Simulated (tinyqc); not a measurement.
UKS/LDA (PW92) in the sto-3g basis, for H2O, spin multiplicity 3, step by step. Computed by tinyqc, a small Python program that keeps every step (integrals from PySCF). Settings: charge = 0, multiplicity = 3, basis = sto-3g, energy threshold = 1e-10, iteration cap = 77, orthogonalisation = symmetric, start = random, DIIS depth = 0, method = UKS, functional = lda,pw, grid = [15, 86]. Command: `OMP_NUM_THREADS=1 python tinyqc.py 22921 22922 out.jsonl` (the two numbers bound the seeds that draw the settings). One thread of a shared host (Intel(R) Xeon(R) Processor @ 2.60GHz), about 2 s of CPU time with the checks.

Geometry (angstrom):
```
atom         x          y         z
O     0.000000   0.000000  0.000000
H     0.000000   0.797000  0.530000
H     0.000000  -0.797000  0.530000
```

Stop when the energy changes by less than 1e-10 hartree and every element of the error matrix X^T (F D S - S D F) X (for each spin) is below 3e-06.

Course of the cycle:
```
iteration   E (hartree)     change  largest element of the error matrix
1          -53.57808570          -                             7.36e+00
2          -74.00657548  -2.04e+01                             3.08e-01
3          -74.19218981  -1.86e-01                             2.25e-01
4          -74.20957321  -1.74e-02                             1.99e-01
5          -74.24116238  -3.16e-02                             1.59e-01
6          -74.23419857   6.96e-03                             1.49e-01
7          -74.24331330  -9.11e-03                             1.28e-01
8          -74.23849038   4.82e-03                             1.26e-01
9          -74.24189364  -3.40e-03                             1.14e-01
10         -74.23958679   2.31e-03                             1.15e-01
11         -74.24102490  -1.44e-03                             1.09e-01
12         -74.24000553   1.02e-03                             1.10e-01
13         -74.24063736  -6.32e-04                             1.06e-01
14         -74.24019484   4.43e-04                             1.08e-01
...                 ...        ...                                  ...
64         -74.24035451   4.26e-13                             1.06e-01
65         -74.24035451  -3.27e-13                             1.06e-01
66         -74.24035451   1.99e-13                             1.06e-01
67         -74.24035451  -1.56e-13                             1.06e-01
68         -74.24035451   9.95e-14                             1.06e-01
69         -74.24035451  -8.53e-14                             1.06e-01
70         -74.24035451   9.95e-14                             1.06e-01
71         -74.24035451  -4.26e-14                             1.06e-01
72         -74.24035451   2.84e-14                             1.06e-01
73         -74.24035451  -1.42e-14                             1.06e-01
74         -74.24035451   0.000000                             1.06e-01
75         -74.24035451   1.42e-14                             1.06e-01
76         -74.24035451  -2.84e-14                             1.06e-01
77         -74.24035451   2.84e-14                             1.06e-01
```

Can the last value be used, and what does the course show?

Not by the stop rule, although the second column moves by less than 1e-07 over the last three steps. Not converged within the cap of 77 iterations: the residual has stopped falling. Reruns (cap 100 unless said): DIIS 8: converged in 11; damping 0.5: converged in 39; level shift 0.5: converged in 49; atomic densities as start, DIIS 8: converged in 7; the original settings with a cap of 400: not converged. PySCF UKS in the same basis, fine grid, after a stability check = -74.34080744 hartree, which differs from a converged run on this coarse grid by the grid error.
